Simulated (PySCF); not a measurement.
Molecule: 1,3,5-Triazine (SMILES c1ncncn1).

Cartesian coordinates in Å; atom numbers follow the order of the lines, from 1:
```xyz
9

C     1.2088   -0.3949   -0.2566
N     0.2120   -1.2339   -0.5213
C    -0.9927   -0.7807   -0.1887
N    -1.2475    0.4016    0.3634
C    -0.1721    1.1528    0.5786
N     1.0798    0.8095    0.2914
H     2.2239   -0.7246   -0.5111
H    -1.8486   -1.4384   -0.3861
H    -0.3309    2.1393    1.0319
```

Spin–spin couplings on one PBE0-D3(BJ)/def2-SVP geometry, PySCF 2.14.0 with density-fitted response routines, gas phase, non-relativistic, equivalent pairs averaged; isotopes 13C, 1H; functional B3LYP.

Reference values (Hz): 1J(C1,H7) = 207.5 (measured; liquid or solution; F. J. Weigert, PhD thesis, Caltech 1968 (Carbon-13 magnetic resonance spectroscopy)); 3J(C1,H8) = 8.0 (measured; liquid or solution; F. J. Weigert, PhD thesis, Caltech 1968 (Carbon-13 magnetic resonance spectroscopy)).

Question: How do the couplings (Hz) change with the basis set? Times are CPU seconds on shared hosts with different chips, so compare them loosely. Far from the basis limit: 6-31G-J, pcJ-0, 6-31G*, def2-TZVP, cc-pVTZ.

Answer: 
| basis set | functions | 1J(C1,H7) | 3J(C1,H8) | mean abs. error | core-s |
| --- | --- | --- | --- | --- | --- |
| 6-31G-J | 84 | 228.6 | 9.4 | 11.3 | 11 |
| pcJ-0 | 87 | 192.8 | 7.6 | 7.5 | 11 |
| 6-31G* | 90 | 203.2 | 7.5 | 2.4 | 12 |
| pcJ-1 | 192 | 215.8 | 8.8 | 4.6 | 26 |
| def2-TZVP | 204 | 205.0 | 8.2 | 1.4 | 36 |
| cc-pVTZ | 222 | 193.5 | 7.6 | 7.2 | 38 |

Errors compare magnitudes, without vibrational corrections, and the largest couplings weigh most in the mean. Closest: def2-TZVP; furthest: 6-31G-J.

The Fermi-contact term samples the wavefunction at the nucleus, which is why sets with added tight s functions (names with J) are made for couplings. Agreement of an ordinary basis with the reference is then largely a cancellation of errors.
